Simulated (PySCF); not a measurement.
# C2H4Mg: the cost of one run

Computed with PySCF 2.14.0; each step states its level. No surroundings beyond the atoms listed, unless a continuum is named. Atoms count from 0, parts from 1.

## Step 1: The system as given

7 atoms, charge 0, multiplicity 1; geometry: GFN2-xTB. Parts: 1 = atoms 0–2, `[MgH2]`, charge 0; 2 = atoms 3–6, `C#C`, charge 0.

## Step 2: Geometry optimisation at PBE0-D3(BJ)/def2-SVPD

The job: settings as JSON, then the geometry in Å.

```
{"job": {"xc": "PBE0", "basis": "def2-SVPD", "d3": "d3bj", "grid": 2, "kind": "geom", "shake": 0.01}, "charge": 0, "multiplicity": 1, "parts": [{"atoms": "0-2", "charge": 0, "multiplicity": 1}, {"atoms": "3-6", "charge": 0, "multiplicity": 1}]}
Mg     0.126209     0.257848     0.186482
H      0.344052    -0.393792    -1.286525
H     -0.587661     0.226009     1.660522
C      1.291739     2.708200     0.673466
C      1.600348     2.468041    -0.456626
H      0.978921     2.961603     1.663247
H      1.943738     2.316287    -1.436897
```

On the command line:

```console
$ OMP_NUM_THREADS=1 python cluster_run.py task.json out
```

This one command runs all jobs of the session in turn.

**Question.** How long does this first job take on 1 thread of Arm Neoverse V1, shared host, and how much memory does it need?

About 17 s, with a peak of 0.43 GiB.
